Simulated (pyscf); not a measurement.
## Atom transfer: H₂N–Si(F)(Cl)–Cl + H• → H₂N–Si•(Cl)–Cl + HF

Gas phase, doublet surface, charge 0. Bonds broken: Si2–F8. Bonds formed: H7–F8. Structures and frequencies: ωB97X-D3(BJ)/def2-SVP in PySCF.

Transition state (Å):

```xyz
8

N      0.2385     0.4369     0.1610
Si    -0.9333    -0.3820    -0.7413
Cl    -0.8578    -2.3290    -0.0383
Cl    -2.8890     0.2080    -0.5448
H      0.6211     0.0491     1.0147
H      0.5210     1.3886    -0.0397
H     -0.6380    -0.3931    -2.3968
F     -0.5796     0.8198    -2.3536
```

One imaginary mode, 786i cm⁻¹; descent along it reached the two sides named, in the forms told below.

| bond | change | reactant side (Å) | saddle | product side |
|---|---|---|---|---|
| Si2–F8 | breaks | 1.615 | 2.042 | 3.2 |
| H7–F8 | forms | 3.5 | 1.215 | 0.933 |

Electronic energies relative to the separated reactants (kcal/mol):

| level | barrier | reaction energy | reverse barrier |
|---|---|---|---|
| ωB97X-D3(BJ)/def2-TZVP | 37.1 | +20.1 | 17.0 |
| PBE/def2-TZVP | 27.5 | +14.4 | 13.1 |
| r²SCAN/def2-TZVP | 30.9 | +17.5 | 13.4 |
| B3LYP-D3(BJ)/def2-TZVP | 32.9 | +15.5 | 17.4 |
| PBE0-D3(BJ)/def2-TZVP | 33.2 | +17.0 | 16.2 |
| M06-2X/def2-TZVP | 40.7 | +19.5 | 21.2 |
| ωB97M-D3(BJ)/def2-TZVP | 37.8 | +20.7 | 17.1 |
| HF/def2-TZVP | 60.0 | +25.4 | 34.6 |

With ωB97M-D3(BJ)/def2-TZVP energies and thermal terms (ideal gas, 1 atm, RRHO with modes under 100 cm⁻¹ raised to 100, one conformer, R ln 2 for chiral ones without a mode under 150 cm⁻¹), in kcal/mol:

| T (K) | ΔH‡ | ΔG‡ | ΔH | ΔG |
|---|---|---|---|---|
| 298 | 39.1 | 46.5 | +24.2 | +21.0 |
| 600 | 38.3 | 54.3 | +23.5 | +18.0 |
| 900 | 37.7 | 62.4 | +22.5 | +15.5 |
| 1200 | 37.2 | 70.7 | +21.5 | +13.3 |

On the product side the descent ends in a complex (not fully relaxed), 5.9 kcal/mol under the separated species and 22.9 kcal/mol under the saddle at ωB97X-D3(BJ)/def2-TZVP. At the saddle there is also a short H–Si contact that neither side keeps. This saddle turned up in a search for another step; its sides and bond changes are read from the two ends of the descent. This is the saddle that the search found; another between the same sides may lie lower. The angle at the transferred F is 55°: a side-on saddle, likely not the lowest.
